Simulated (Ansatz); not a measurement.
Total energies of BClS (`S=BCl`).

Cartesian coordinates in Å:
```
S -1.518 0.285 0.519
B -0.022 0.004 0.008
Cl 1.540 -0.289 -0.527
```

Charge 0, multiplicity 1. Geometry: relaxed with PBE0-D4/def2-TZVP. Basis def2-TZVPP, Ansatz 0.2.0.

RPA on PBE orbitals: Hartree–Fock energy of these orbitals -881.77529 Eh, correlation -0.73158 Eh (frozen core).

```tsv
functional	energy without D4 (Eh)	D4 term (kJ/mol)
r2SCAN0	-883.25050	-1.9
HSE06 (plane-wave form)	-882.99249	-5.8
```

(1) Give the same for LDA (SPW92), PBE, revPBE, BLYP, r2SCAN, B97M-V, PBE0, B3LYP, r2SCANh, BHLYP, CAM-B3LYP, LC-ωPBE, ωB97X-V, ωB97M-V, B2PLYP, PBE-QIDH. (An estimate is asked.)

B3LYP takes the VWN-RPA correlation (the form of Gaussian; ORCA's B3LYP/G). HSE06 is the plane-wave form, built on full-range PBE exchange. The double hybrids freeze the cores in their second-order part.

Results:

(1) Computed: 
| functional | energy without D4 (Eh) | D4 term (kJ/mol) |
| --- | --- | --- |
| LDA (SPW92) | -880.20582 | – |
| PBE | -882.93965 | -7.3 |
| revPBE | -883.17462 | -19.9 |
| BLYP | -883.32677 | -16.1 |
| r2SCAN | -883.26266 | -1.5 |
| B97M-V | -883.12999 | – |
| PBE0 | -883.00892 | -6.1 |
| B3LYP | -883.36953 | -12.1 |
| r2SCANh | -883.25756 | -1.7 |
| BHLYP | -883.31991 | -10.2 |
| CAM-B3LYP | -883.33916 | -6.3 |
| LC-ωPBE | -883.05954 | – |
| ωB97X-V | -883.19492 | – |
| ωB97M-V | -883.28473 | – |
| B2PLYP | -883.05811 | – |
| PBE-QIDH | -882.83434 | – |

LC-ωPBE has ω = 0.4 bohr⁻¹.
